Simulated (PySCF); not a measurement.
**Working with the constants of LiN⁺**

UHF-CCSD(T) constants of LiN⁺, ⁴Σ⁻ (quartet), unpaired electrons σ ↑, π ↑↑ (PySCF, no relativity, basis sets Li def2-SVP, N def2-SVP; masses 7.0160 and 14.0031 u):

- ωe: 245.5 cm⁻¹
- ωexe: 10.4 cm⁻¹
- Be: 0.69314 cm⁻¹
- αe: 0.0347 cm⁻¹
- D (centrifugal): 2.21e-05 cm⁻¹
- De to Li⁺ + N: 0.221 eV

Give the vibrational terms G(v) and spacings up to v = 2.

G(v) = ωe(v+½) − ωexe(v+½)².

```
v  G(v) (cm⁻¹)  G(v) − G(v−1)  Bv (cm⁻¹)
0          120                    0.6758
1          345            225     0.6411
2          549            204     0.6064
```

How well does the Morse estimate ωe²/(4ωexe) reproduce De, and what is D0?

It gives 0.180 eV, 81 % of the computed De. D0 = De − G(0) = 0.221 − 0.015 = 0.206 eV.

Correlated steps freeze 1 core orbital. The bond is weak. Basis-set superposition, not corrected here, can be much of De in a small basis, most of all at correlated wavefunction levels. For an ion De counts to the pair picked by the measured ionisation energies or electron affinities, which need not be the lowest pair at this level. The state was picked by a PBE0 search and need not be the measured ground state.
